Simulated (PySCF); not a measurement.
## Exact simulation of a proton spin system

Molecule: HC≡CCH2F (FCC#C, C3H3F).

Geometry:
```
atom   x (Å)   y (Å)   z (Å)
  C1   1.706   0.163   0.029
  C2   0.522  -0.009   0.010
  C3  -0.919  -0.153  -0.018
  F4  -1.541   1.072  -0.111
  H5   2.747   0.293   0.047
  H6  -1.233  -0.738  -0.891
  H7  -1.279  -0.624   0.906
```

Method: shieldings: GIAO PBE0/pcSseg-1, GFN2-xTB structure, couplings computed with B3LYP/pcJ-1, in PySCF 2.14.0 with density-fitted response routines (a single conformation, gas phase, non-relativistic, fast rotation and ring inversion assumed for equivalent nuclei).

Scale: 1H against TMS (reference shieldings calculated alike).

The 4-spin Hamiltonian (Zeeman plus full scalar coupling among like nuclei) was diagonalised exactly; lines are Lorentzian, 0.7 Hz wide, and the maxima above 3 % are listed with the tallest set to 100.

Peak list at 600 MHz for the spins F4/H5/H6/H7:
| Hz | ppm | height |
| --- | --- | --- |
| 3220.4 | 5.367 | 100 |
| 3216.9 | 5.361 | 100 |
| 3167.2 | 5.279 | 100 |
| 3163.7 | 5.273 | 100 |
| 1320.8 | 2.201 | 25 |
| 1317.2 | 2.195 | 50 |
| 1314.2 | 2.190 | 35 |
| 1313.8 | 2.190 | 35 |
| 1310.8 | 2.185 | 50 |
| 1307.2 | 2.179 | 25 |

Extract the chemical shifts and coupling constants behind this pattern (give the signs of the calculation).

Answers


Shifts (ppm): F4 -250.4, H5 2.19, H6/H7 5.32.
Couplings (Hz): F4–H5: -6.5; F4–H6, F4–H7: 53.2; H5–H6, H5–H7: -3.5; H6–H7: -15.2.
These are the parameters used. A line list fixes at most the relative signs, and those only where coupling is strong; other parameter sets or atom labellings may fit too, and couplings well below the line width leave little trace.
